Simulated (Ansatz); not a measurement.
## Y: which structure is lowest?

The calculation used DFT, PBEsol, plane waves (420 eV) with PAW, scalar-relativistic in Ansatz 0.2.0. The PAW files were generated under PBE, with cores re-solved for the functional.

Each structure is relaxed within its own symmetry, so a high-lying one may be dynamically unstable.

```
        structure  ΔE (meV/atom)  V (Å³/atom)                                     cell     magnetic state
              hcp              0        31.37   a = 3.594 Å, c = 5.607 Å (c/a = 1.560)  spin not included
             dhcp              3        30.97  a = 3.544 Å, c = 11.388 Å (c/a = 3.213)  spin not included
              fcc             20        30.91                              a = 4.982 Å  spin not included
omega (AlB2-type)             58        30.93   a = 5.557 Å, c = 3.469 Å (c/a = 0.624)  spin not included
              bcc            128        31.47                              a = 3.978 Å  spin not included
              A15            262        32.10                              a = 6.356 Å  spin not included
     simple cubic            794        32.81                              a = 3.201 Å  spin not included
          diamond           2006        39.74                              a = 6.825 Å  spin not included
```

ΔE counts from hcp.

Differences under about 8 meV lie within the error of the k-point mesh.
